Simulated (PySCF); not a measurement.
## Be: ionisation energy

Be [He] 2s2 (1S) → Be⁺ [He] 2s1 (2S), as a difference of total energies. Computed with PySCF 2.14 in x2c-QZVPPall (7s4p2d1f, 36 functions), with the spin-free X2C one-electron Hamiltonian (Gaussian nucleus). Correlated levels: valence: 1s2 frozen. The calculations carry no spin-orbit coupling.

```csv
method,ionisation energy (eV),error (eV)
UHF,8.044,-1.279
MP2 (valence),8.819,-0.504
SCS-MP2 (valence),8.974,-0.349
CCSD (valence),9.292,-0.031
```

Reference: 9.323 eV (measured; NIST Atomic Spectra Database, ionization energies).

Errors of the correlated levels include the incompleteness of this basis and the frozen core.

With two correlated electrons CCSD is exact in that space.
